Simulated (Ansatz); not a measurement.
Cubic perovskite SrTiO3 (cubic form, which distorts at low temperature), treated with r²SCAN (Ansatz, a quantum-chemistry and plane-wave program, PAW).

Numerical settings: plane-wave cutoff 560 eV, 10×10×10 k mesh, Fermi–Dirac smearing 0.01 eV, no spin polarisation, scalar-relativistic PAW data made under PBE.

Cell (measured lattice):

Space group Pm-3m (No. 221); a = b = c = 3.9050 Å, α = β = γ = 90.00°

```
atom  site  symmetry       x       y       z
----  ----  --------  ------  ------  ------
Sr      1a      m-3m  0.0000  0.0000  0.0000
Ti      1b      m-3m  0.5000  0.5000  0.5000
O       3c    4/mm.m  0.0000  0.5000  0.5000
```

Question: Estimate the band gap and smallest direct gap on the k points sampled that the calculation returns.

Answer: 
* **band gap**: 2.26 eV
* **smallest direct gap on the k points sampled**: 2.63 eV

Measured, for comparison: band gap 3.59 eV (zero-point renormalisation of 336 meV (experimental, the table's column) added back here, indirect; inputs from Miglio et al. (2020), arXiv:2011.12765).

Note: cell and atoms aren't relaxed at this level (pressure 0.3 GPa).

Spin–orbit coupling is not included.

Computed values are for the static lattice.

The result took about 21 core-seconds (a rough figure).
